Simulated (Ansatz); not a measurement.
**AlNH₂+ (quartet): from Hartree-Fock to the top rungs, def2-QZVPP**

One table from this session's results is given with a row withheld; the runs are named, their logs left out.

Computed with Ansatz 0.2.0, Gaussian basis. Level: def2-QZVPP, core rule «outside noble gas», up to 6 orbitals frozen.

The runs, in order: UHF; ROHF; CCSD(T) on UHF.

2 further runs of the same task are left out: 2 set aside as unsound or not needed.

## The system

The geometry is a PBE0/def2-TZVP stationary point (not a proven minimum) of the parent state, kept for this charge and spin.

4 atoms, charge 1, spin multiplicity 4.

Atoms are counted from 1 here; the program's logs count them from 0.

Bond lengths: Al1–N2 1.768 Å, Al1–H3 1.611 Å, N2–H4 1.009 Å. Angles: N2–Al1–H3 113.2°, Al1–N2–H4 161.1°.

As a file:

```xyz
4
charge 1, multiplicity 4
Al    0.00000   -0.08488    0.62050
N     0.00000    0.03562   -1.14353
H     0.00000    1.35000    1.35379
H     0.00000    0.42710   -2.07308
```

Set-up of the first run:

in.yaml reads:

```yaml
crystal:
  periodic: [false, false, false]
  atoms:
    - {symbol: Al, position_ang: [0.000000, -0.084877, 0.620504]}
    - {symbol: N, position_ang: [0.000000, 0.035620, -1.143535]}
    - {symbol: H, position_ang: [0.000000, 1.349999, 1.353786]}
    - {symbol: H, position_ang: [0.000000, 0.427096, -2.073077]}
basis:
  gaussian: {orbitals: "def2-QZVPP.json"}
total_charge: 1
magnetization: {spin_polarized: true, initial_magnetization: 3}
hamiltonian: {xc: hf}
output: {orbitals: {seedname: orbitals}}
```

On the command line:

```console
$ ansatz run in.yaml --threads 1 --pin off --events-out ev --progress --plain --max-ram 4096MiB --backend cpu
```

Among the steps run: UHF; ROHF; CCSD(T) on UHF.

One of the session's tables, all rows but one given; the rest of the session is left out.

| method | from UCCSD(T) (meV) |
| --- | --- |
| ROHF | +6233.3 |
| UHF | +5967.3 |
| UMP2 | +910.3 |
| UCCSD | ? |
| UCCSD(T) | 0 |

**Question.** Estimate the row for UCCSD.

The run gave: from UCCSD(T) (meV): +158.2. In the column «from UCCSD(T) (meV)» it lies between UCCSD(T) (0) and UMP2 (+910.3).
